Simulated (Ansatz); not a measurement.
# BH2+ (singlet): the correlation ladder at distance B1–H2 = 2.208 Å, aug-cc-pVTZ

The task here is to estimate one member of a computed series from the others.

The runs use Ansatz 0.2.0, Gaussian basis; aug-cc-pVTZ, core rule «outside noble gas», up to 1 orbitals frozen.

The runs, in order: UHF; CCSD(T) on RHF; CCSD(T) on UHF; BCCD(T) on RHF; CCSDT(Q) on RHF; CCSDT(Q) on UHF; CASSCF and NEVPT2, 4 electrons in 6 orbitals; Full CI.

18 further runs of the same task are left out: 11 that didn't finish, 7 set aside as unsound or not needed.

## The system

The geometry derives from a PBE0/def2-TZVP stationary point (not a proven minimum). One bond is set to the value named and the two fragments are kept rigid.

3 atoms, charge 1, spin multiplicity 1.

Atoms are counted from 1 here; the program's logs count them from 0.

Bond lengths: B1–H3 1.179 Å.

The first run:

in.yaml

```yaml
crystal:
  periodic: [false, false, false]
  atoms:
    - {symbol: B, position_ang: [0.000000, 0.000000, 0.342940]}
    - {symbol: H, position_ang: [0.000000, 0.000000, -1.865060]}
    - {symbol: H, position_ang: [0.000000, 0.000000, 1.522121]}
basis:
  gaussian: {orbitals: aug-cc-pVTZ}
total_charge: 1
magnetization: {spin_polarized: true, initial_magnetization: 0}
hamiltonian: {xc: hf}
output: {orbitals: {seedname: orbitals}}
```

On the command line:

```
> ansatz run in.yaml --threads 1 --pin off --events-out ev --progress --plain --max-ram 2393MiB
```

Among the steps run: UHF; CCSD(T) on RHF; CCSD(T) on UHF; BCCD(T) on RHF; CCSDT(Q) on RHF; CCSDT(Q) on UHF; CASSCF and NEVPT2, 4 electrons in 6 orbitals; Full CI.

One table of the session follows, with a row left open; its other results are not shown here.

```
        method  from FCI (kcal/mol)
           RHF               +70.84
           UHF               +56.92
          RMP2               +19.93
          UMP2               +25.92
         RCCSD                +2.03
         UCCSD                +2.50
      RCCSD(T)                +0.51
      UCCSD(T)                +0.89
       BCCD(T)                +0.49
        RCCSDT                +0.08
        UCCSDT                +0.11
     RCCSDT(Q)                +0.02
     UCCSDT(Q)                    ?
CASSCF valence               +19.05
NEVPT2 valence                +7.10
           FCI                    0
```

Q: Estimate the row for UCCSDT(Q) from the others.

As computed: from FCI (kcal/mol): +0.03. In the column «from FCI (kcal/mol)» it lies between RCCSDT(Q) (+0.02) and RCCSDT (+0.08).

Among the levels timed on like hardware and quicker than the yardstick, those that no quicker one beats, quickest first: RCCSD(T) (0.9 s, +0.51 kcal/mol); BCCD(T) (1.2 s, +0.49 kcal/mol); RCCSDT(Q) (14 s, +0.02 kcal/mol).

To keep in mind: The determinant is far from a pure spin state, so its energy mixes those of several spin states (harmless only where they are near-degenerate, as at dissociation). The yardstick is full CI for this spin, exact in this basis with these frozen cores. Restricted and unrestricted rows rest on different reference determinants; where their highest levels disagree by more than a few hundredths of an eV, they describe different states and don't form one ladder.
